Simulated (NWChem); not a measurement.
All runs are NWChem calculations. System: oxygen (O2), charge 0, spin multiplicity 3, at a geometry optimised with UB3LYP/def2-SVP. Its SCF solution wasn't tested for a lower state. Level: UB3LYP/def2-TZVP, VWN1-RPA local correlation.

Input file:

```
start mol
memory heap 200 mb stack 900 mb global 1100 mb
geometry units angstroms nocenter noautoz
  O      0.000000     0.000000     0.599976
  O      0.000000     0.000000    -0.599976
  symmetry group D2h
end
basis spherical
  * library def2-tzvp
end
dft
  xc b3lyp
  odft
  mult 3
  semidirect memsize 60000000 filesize 0
  iterations 100
end
task dft energy
```

Output (cleaned and shortened):

```
             Northwest Computational Chemistry Package (NWChem) 7.3.0
             --------------------------------------------------------

                                NWChem Input Module
                                -------------------

 Scaling coordinates for geometry "geometry" by  1.889725989
 (inverse scale =  0.529177249)

 Turning off AUTOSYM since
 SYMMETRY directive was detected!

                             Geometry "geometry" -> ""
                             -------------------------

 Output coordinates in angstroms (scale by  1.889725989 to convert to a.u.)

  No.       Tag          Charge          X              Y              Z
 ---- ---------------- ---------- -------------- -------------- --------------
    1 O                    8.0000     0.00000000     0.00000000     0.59997600
    2 O                    8.0000     0.00000000     0.00000000    -0.59997600

 Effective nuclear repulsion energy (a.u.)      28.2239155699

            Nuclear Dipole moment (a.u.)
            ----------------------------
        X                 Y               Z
 ---------------- ---------------- ----------------
     0.0000000000     0.0000000000     0.0000000000

      Symmetry information
      --------------------

 Group name             D2h
 Group number             26
 Group order               8
 No. of unique centers     1

      Symmetry unique atoms

     1


 Summary of "ao basis" -> "" (spherical)
 ------------------------------------------------------------------------------
       Tag                 Description            Shells   Functions and Types
 ---------------- ------------------------------  ------  ---------------------
 *                         def2-tzvp                  on all atoms

                                 NWChem DFT Module
                                 -----------------

 Summary of "ao basis" -> "ao basis" (spherical)
 ------------------------------------------------------------------------------
       Tag                 Description            Shells   Functions and Types
 ---------------- ------------------------------  ------  ---------------------
 O                         def2-tzvp                11       31   5s3p2d1f

 Summary of "ao basis" -> "ao basis" (spherical)
 ------------------------------------------------------------------------------
       Tag                 Description            Shells   Functions and Types
 ---------------- ------------------------------  ------  ---------------------
 O                         def2-tzvp                11       31   5s3p2d1f

      Symmetry analysis of basis
      --------------------------

        ag         14
        au          3
        b1g         3
        b1u        14
        b2g         7
        b2u         7
        b3g         7
        b3u         7

            General Information
            -------------------
          SCF calculation type: DFT
          Wavefunction type:  spin polarized.
          No. of atoms     :     2
          No. of electrons :    16
           Alpha electrons :     9
            Beta electrons :     7
          Charge           :     0
          Spin multiplicity:     3
          Use of symmetry is: on ; symmetry adaption is: on
          Maximum number of iterations: 100
          AO basis - number of functions:    62
                     number of shells:    22
          Convergence on energy requested:  1.00D-06
          Convergence on density requested:  1.00D-05
          Convergence on gradient requested:  5.00D-04

              XC Information
              --------------
                         B3LYP Method XC Potential
                     Hartree-Fock (Exact) Exchange  0.200
                        Slater Exchange Functional  0.800 local
                    Becke 1988 Exchange Functional  0.720 non-local
              Lee-Yang-Parr Correlation Functional  0.810
                  VWN I RPA Correlation Functional  0.190 local

             Grid Information
             ----------------
          Grid used for XC integration:  medium
          Radial quadrature: Mura-Knowles
          Angular quadrature: Lebedev.
          Tag              B.-S. Rad. Rad. Pts. Rad. Cut. Ang. Pts.
          ---              ---------- --------- --------- ---------
          O                   0.60       49           6.0       434
          Grid pruning is: on
          Number of quadrature shells:    49
          Spatial weights used:  Erf1

          Convergence Information
          -----------------------
          Convergence aids based upon iterative change in
          total energy or number of iterations.
          Levelshifting, if invoked, occurs when the
          HOMO/LUMO gap drops below (HL_TOL):  1.00D-02
          DIIS, if invoked, will attempt to extrapolate
          using up to (NFOCK): 10 stored Fock matrices.

                    Damping( 0%)  Levelshifting(0.5)       DIIS
                  --------------- ------------------- ---------------
          dE  on:    start            ASAP                start
          dE off:    2 iters        100 iters           100 iters

      Screening Tolerance Information
      -------------------------------
          Density screening/tol_rho:  1.00D-10
          AO Gaussian exp screening on grid/accAOfunc:  14
          CD Gaussian exp screening on grid/accCDfunc:  20
          XC Gaussian exp screening on grid/accXCfunc:  20
          Schwarz screening/accCoul:  1.00D-08

      Superposition of Atomic Density Guess
      -------------------------------------

 Sum of atomic energies:        -149.56861450
[...]
                     b2u               1.0          1.0
                     b3g               1.0          0.0
                     b3u               1.0          1.0

                    DFT Final Alpha Molecular Orbital Analysis
                    ------------------------------------------

 Vector    7  Occ=1.000000D+00  E=-5.605743D-01  Symmetry=ag
              MO Center=  5.3D-31,  3.1D-31,  2.4D-15, r^2= 1.1D+00
   Bfn.  Coefficient  Atom+Function         Bfn.  Coefficient  Atom+Function
  ----- ------------  ---------------      ----- ------------  ---------------
     8      0.348617  1 O  pz                39     -0.348617  2 O  pz
    11      0.262985  1 O  pz                42     -0.262985  2 O  pz
     5      0.174925  1 O  s                 36      0.174925  2 O  s
     4      0.124177  1 O  s                 35      0.124177  2 O  s
    14      0.107852  1 O  pz                45     -0.107852  2 O  pz

 Vector    8  Occ=1.000000D+00  E=-3.158312D-01  Symmetry=b2g
              MO Center=  5.9D-16, -1.1D-31, -5.1D-17, r^2= 9.5D-01
   Bfn.  Coefficient  Atom+Function         Bfn.  Coefficient  Atom+Function
  ----- ------------  ---------------      ----- ------------  ---------------
     6      0.403669  1 O  px                37     -0.403669  2 O  px
     9      0.331300  1 O  px                40     -0.331300  2 O  px
    12      0.259073  1 O  px                43     -0.259073  2 O  px

 Vector    9  Occ=1.000000D+00  E=-3.158312D-01  Symmetry=b3g
              MO Center= -1.1D-31,  6.5D-16,  2.9D-18, r^2= 9.5D-01
   Bfn.  Coefficient  Atom+Function         Bfn.  Coefficient  Atom+Function
  ----- ------------  ---------------      ----- ------------  ---------------
     7      0.403669  1 O  py                38     -0.403669  2 O  py
    10      0.331300  1 O  py                41     -0.331300  2 O  py
    13      0.259073  1 O  py                44     -0.259073  2 O  py

 Vector   10  Occ=0.000000D+00  E= 1.658416D-01  Symmetry=b1u
              MO Center= -2.0D-33, -1.4D-32, -1.2D-16, r^2= 2.4D+00
   Bfn.  Coefficient  Atom+Function         Bfn.  Coefficient  Atom+Function
  ----- ------------  ---------------      ----- ------------  ---------------
     5      1.746067  1 O  s                 36     -1.746067  2 O  s
    14     -1.392062  1 O  pz                45     -1.392062  2 O  pz
     4      0.317821  1 O  s                 35     -0.317821  2 O  s
     8     -0.294641  1 O  pz                39     -0.294641  2 O  pz
    11     -0.259608  1 O  pz                42     -0.259608  2 O  pz

 Vector   11  Occ=0.000000D+00  E= 3.077822D-01  Symmetry=ag
              MO Center= -8.9D-16, -1.4D-16,  5.6D-16, r^2= 2.6D+00
   Bfn.  Coefficient  Atom+Function         Bfn.  Coefficient  Atom+Function
  ----- ------------  ---------------      ----- ------------  ---------------
     4      1.274016  1 O  s                 35      1.274016  2 O  s
     5     -1.249788  1 O  s                 36     -1.249788  2 O  s
    11      0.126878  1 O  pz                14     -0.126996  1 O  pz
    42     -0.126878  2 O  pz                45      0.126996  2 O  pz
     2     -0.082556  1 O  s                 33     -0.082556  2 O  s

 Vector   12  Occ=0.000000D+00  E= 3.566057D-01  Symmetry=b3u
              MO Center=  8.9D-16, -1.0D-31, -9.1D-18, r^2= 2.7D+00
   Bfn.  Coefficient  Atom+Function         Bfn.  Coefficient  Atom+Function
  ----- ------------  ---------------      ----- ------------  ---------------
    12      0.723974  1 O  px                43      0.723974  2 O  px
     9     -0.444059  1 O  px                40     -0.444059  2 O  px
     6     -0.198201  1 O  px                37     -0.198201  2 O  px
    23     -0.031274  1 O  d  1              54      0.031274  2 O  d  1

                     DFT Final Beta Molecular Orbital Analysis
                     -----------------------------------------

 Vector    5  Occ=1.000000D+00  E=-5.215159D-01  Symmetry=ag
              MO Center= -1.2D-14, -1.2D-14,  5.1D-15, r^2= 1.2D+00
   Bfn.  Coefficient  Atom+Function         Bfn.  Coefficient  Atom+Function
  ----- ------------  ---------------      ----- ------------  ---------------
     8      0.340153  1 O  pz                39     -0.340153  2 O  pz
    11      0.258613  1 O  pz                42     -0.258613  2 O  pz
     5      0.196232  1 O  s                 36      0.196232  2 O  s
     4      0.118932  1 O  s                 35      0.118932  2 O  s
    14      0.115597  1 O  pz                45     -0.115597  2 O  pz

 Vector    6  Occ=1.000000D+00  E=-4.731419D-01  Symmetry=b3u
              MO Center=  1.2D-14,  3.0D-29,  1.3D-18, r^2= 8.7D-01
   Bfn.  Coefficient  Atom+Function         Bfn.  Coefficient  Atom+Function
  ----- ------------  ---------------      ----- ------------  ---------------
     6      0.325936  1 O  px                37      0.325936  2 O  px
     9      0.271284  1 O  px                40      0.271284  2 O  px
    12      0.155920  1 O  px                43      0.155920  2 O  px
    23      0.033227  1 O  d  1              54     -0.033227  2 O  d  1

 Vector    7  Occ=1.000000D+00  E=-4.731419D-01  Symmetry=b2u
              MO Center=  3.2D-29,  1.2D-14, -1.2D-17, r^2= 8.7D-01
   Bfn.  Coefficient  Atom+Function         Bfn.  Coefficient  Atom+Function
  ----- ------------  ---------------      ----- ------------  ---------------
     7      0.325936  1 O  py                38      0.325936  2 O  py
    10      0.271284  1 O  py                41      0.271284  2 O  py
    13      0.155920  1 O  py                44      0.155920  2 O  py
    21     -0.033227  1 O  d -1              52      0.033227  2 O  d -1

 Vector    8  Occ=0.000000D+00  E=-1.211115D-01  Symmetry=b2g
              MO Center=  1.9D-16,  4.7D-30, -3.7D-17, r^2= 1.1D+00
   Bfn.  Coefficient  Atom+Function         Bfn.  Coefficient  Atom+Function
  ----- ------------  ---------------      ----- ------------  ---------------
     6      0.375749  1 O  px                37     -0.375749  2 O  px
    12      0.359268  1 O  px                43     -0.359268  2 O  px
     9      0.312894  1 O  px                40     -0.312894  2 O  px

 Vector    9  Occ=0.000000D+00  E=-1.211115D-01  Symmetry=b3g
              MO Center= -1.9D-30,  3.6D-16,  1.0D-16, r^2= 1.1D+00
   Bfn.  Coefficient  Atom+Function         Bfn.  Coefficient  Atom+Function
  ----- ------------  ---------------      ----- ------------  ---------------
     7      0.375749  1 O  py                38     -0.375749  2 O  py
    13      0.359268  1 O  py                44     -0.359268  2 O  py
    10      0.312894  1 O  py                41     -0.312894  2 O  py

 Vector   10  Occ=0.000000D+00  E= 1.981356D-01  Symmetry=b1u
              MO Center=  9.1D-32,  8.3D-32,  7.6D-16, r^2= 2.7D+00
   Bfn.  Coefficient  Atom+Function         Bfn.  Coefficient  Atom+Function
  ----- ------------  ---------------      ----- ------------  ---------------
     5      2.022789  1 O  s                 36     -2.022789  2 O  s
    14     -1.572246  1 O  pz                45     -1.572246  2 O  pz
     4      0.320330  1 O  s                 35     -0.320330  2 O  s
     8     -0.258792  1 O  pz                39     -0.258792  2 O  pz
    11     -0.229079  1 O  pz                42     -0.229079  2 O  pz

   alpha - beta orbital overlaps
   -----------------------------

   alpha      1      2      3      4      5      6      7      8      9     10
    beta      1      2      3      4      6      7      5      8      9     10
 overlap   1.000  1.000  0.999  0.999  0.998  0.998  0.999  0.997  0.997  0.996

   alpha     11     12     13     14     15     16     17     18     19     20
    beta     11     13     12     15     14     17     16     18     19     20
 overlap   0.999  0.999  0.999  0.997  0.999  0.997  0.997  1.000  1.000  1.000

   alpha     21     22     23     24     25     26     27     28     29     30
    beta     22     21     23     24     25     27     28     26     30     29
 overlap   1.000  1.000  1.000  1.000  1.000  1.000  1.000  1.000  1.000  1.000

   alpha     31     32     33     34     35     36     37     38     39     40
    beta     31     33     34     32     35     36     37     38     39     40
 overlap   1.000  1.000  1.000  1.000  1.000  1.000  1.000  1.000  1.000  1.000

   alpha     41     42     43     44     45     46     47     48     49     50
    beta     41     42     43     44     45     47     46     48     49     50
 overlap   1.000  1.000  1.000  1.000  1.000  0.999  0.999  1.000  1.000  0.999

   alpha     51     52     53     54     55     56     57     58     59     60
    beta     51     53     52     54     55     56     58     57     59     60
 overlap   0.999  1.000  1.000  1.000  1.000  1.000  1.000  1.000  1.000  1.000

   alpha     61     62
    beta     61     62
 overlap   1.000  1.000

     --------------------------
     Expectation value of S2:
     --------------------------
      <S2> =      2.0088 (Exact =     2.0000)

 center of mass
 --------------
 x =   0.00000000 y =   0.00000000 z =   0.00000000

 moments of inertia (a.u.)
 ------------------
          41.122283656677           0.000000000000           0.000000000000
           0.000000000000          41.122283656677           0.000000000000
           0.000000000000           0.000000000000           0.000000000000

     Multipole analysis of the density
     ---------------------------------

     L   x y z        total         alpha         beta         nuclear
     -   - - -        -----         -----         ----         -------
     0   0 0 0     -0.000000     -9.000000     -7.000000     16.000000

     1   1 0 0     -0.000000     -0.000000      0.000000      0.000000
     1   0 1 0     -0.000000     -0.000000      0.000000      0.000000
     1   0 0 1     -0.000000     -0.000000      0.000000      0.000000

     2   2 0 0     -7.440426     -4.297886     -3.142540      0.000000
     2   1 1 0     -0.000000     -0.000000      0.000000      0.000000
     2   1 0 1      0.000000     -0.000000      0.000000      0.000000
     2   0 2 0     -7.440426     -4.297886     -3.142540      0.000000
     2   0 1 1      0.000000     -0.000000      0.000000      0.000000
     2   0 0 2     -7.862921    -16.118604    -12.312002     20.567685

 Task  times  cpu:        0.4s     wall:        0.4s

 Total times  cpu:        0.4s     wall:        0.4s
```
